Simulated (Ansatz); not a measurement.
A nudged elastic band was laid between two geometries of H₅Si₂ (7 atoms, charge 0, multiplicity 2).

Method: UKS LDA/def2-SVP in Ansatz.

- movable images: 7
- climbing image: yes
- spring: 5.0 eV/Å²
- optimiser: quadratic models (default)
- start path: through a guess of the saddle point
- force threshold: 0.05 eV/Å
- iteration limit: 60
- end points: relaxed

Image 0:

```xyz
7
Properties=species:S:1:pos:R:3
Si -0.205 -1.360 -0.193
Si 0.359 0.881 -0.064
H 0.003 -2.130 1.088
H -1.587 -1.622 -0.738
H 0.207 1.510 -1.425
H -0.508 1.643 0.912
H 1.794 1.010 0.375
```

Image 8:

```xyz
7
Properties=species:S:1:pos:R:3
Si 0.243 -0.940 0.027
Si -0.013 1.354 0.181
H 0.115 -1.546 1.399
H -0.784 -1.583 -0.877
H 0.169 2.096 -1.119
H -1.282 1.802 0.863
H 1.613 -1.249 -0.520
```

Problem. Which bonds break or form, and what moves?

Solution. Bonds broken: Si2–H7. Bonds formed: Si1–H7.  The two ends are copies of one structure, up to a mirror image or an exchange of like atoms.

Problem. What energy profile does the band end with?

Solution. It converged. The highest image is number 4 of 0 to 8, 29.3 kcal/mol above the ends, which have the same energy within 2 meV. A vibrational analysis at the climbing image gives one clearly imaginary mode, 1085i cm⁻¹: a first-order saddle point.

```tsv
image	path coordinate (Å)	energy (kcal/mol)	Si2–H7 (Å)	Si1–H7 (Å)
0	0.00	0.0	1.51	3.15
1	0.48	1.2	1.51	2.96
2	0.97	6.7	1.51	2.62
3	1.45	18.6	1.55	2.18
4	1.93	29.3	1.75	1.75
5	2.41	18.8	2.18	1.55
6	2.88	6.9	2.61	1.51
7	3.36	1.4	2.94	1.51
8	3.84	0.0	3.15	1.51
```

Problem. What is the geometry of the highest image?

Solution. 
```xyz
7
Properties=species:S:1:pos:R:3
Si -0.158 -1.112 -0.074
Si 0.033 1.103 0.070
H 0.085 -1.774 1.250
H -0.940 -1.978 -1.040
H 0.223 1.731 -1.280
H -0.464 2.077 1.118
H 1.283 -0.116 -0.089
```

Problem. What are the harmonic wavenumbers there?

Solution. 1085i, 206, 390, 398, 472, 509, 584, 821, 860, 953, 1489, 2072, 2082, 2190, 2198 cm⁻¹.

The band took 6 iterations and about 50 core-seconds.

Time of the run: 53 s on 1 thread of Arm Neoverse V2 (shared host), peak memory 0.23 GiB.
